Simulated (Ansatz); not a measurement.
Process, species as SMILES: C#N (CH-N) + H+ → [NH+]#C
B3LYP-D3(BJ)/def2-TZVP geometries, fixed; electronic energies without zero-point terms; positive where energy is released.
Largest species:
```xyz
4

C      0.0000     0.0000    -0.5980
N      0.0000     0.0000     0.5315
H      0.0000     0.0000    -1.6793
H      0.0000     0.0000     1.5473
```
Charge +1, spin multiplicity 1.

Basis-set convergence of the proton affinity at PBE with Ansatz (a first-principles code). Cartesian d functions, on some or all atoms, in 6-31G**, 6-31+G*; all else is spherical. The program fits the integrals of some runs and decomposes those of others, by size. The proton sits at the site shown, which need not be the one that binds it best. No added dispersion term, no relativity. Functions are those of the species that has most. Reference: the value in aug-pcseg-3, 175.59 kcal/mol, itself unsure by roughly 0.01 kcal/mol (its mean distance from aug-cc-pVQZ, cc-pV5Z, def2-QZVPPD). Deviations are taken from unrounded values.

| basis | functions | proton affinity (kcal/mol) | minus reference (kcal/mol) |
|---|---|---|---|
| 3-21G | 22 | 180.15 | 4.56 |
| 6-31G | 22 | 179.43 | 3.84 |
| def2-SV(P) | 32 | 173.79 | -1.80 |
| cc-pVDZ | 38 | 175.33 | -0.26 |
| def2-SVP | 38 | 177.54 | 1.95 |
| 6-31G** | 40 | 177.63 | 2.04 |
| 6-31+G* | 42 | 171.95 | -3.64 |
| aug-pcseg-1 | 64 | 173.08 | -2.51 |
| 6-311++G(2d,2p) | 74 | 174.55 | -1.04 |
| cc-pVTZ | 88 | 176.01 | 0.42 |
| def2-TZVPP | 90 | 175.73 | 0.14 |
| def2-TZVPD | 92 | 175.15 | -0.44 |
| jun-cc-pV(T+d)Z | 106 | 175.38 | -0.21 |
| 6-311++G(3df,3pd) | 114 | 175.34 | -0.25 |
| aug-pcseg-2 | 138 | 175.53 | -0.06 |
| pcseg-3 | 186 | 175.59 | 0.00 |
| aug-pcseg-3 | 268 | 175.59 | 0.00 |
| cc-pV5Z | 292 | 175.61 | 0.02 |
